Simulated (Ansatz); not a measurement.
Basis-set extrapolation for BH₃O₃, SMILES `OB(O)O` (PBE0-D4/def2-TZVP geometry, frozen core, Ansatz). Multiplicity 1, RHF reference.

```tsv
	def2-TZVPP	def2-QZVPP
HF	-251.313728	-251.325872
MP2 correlation	-0.813424	-0.879487
CCSD(T) correlation	-0.851664	-0.913967
```

Energies in hartree. Use E(X) = E(∞) + A·exp(−7.88·√X) for Hartree–Fock and E(X) = E(∞) + B·X^(−2.97) for correlation, with X = 3 and 4.

Task: What is the CCSD(T) energy at the basis-set limit?

Result: HF limit: -251.325872 + (-0.012144) × 0.13774 = -251.32754. Correlation limit: -0.913967 + (-0.062303) × 0.74074 = -0.96012. Total: -252.28766 hartree, 76.7 kcal/mol below CCSD(T)/def2-TZVPP.
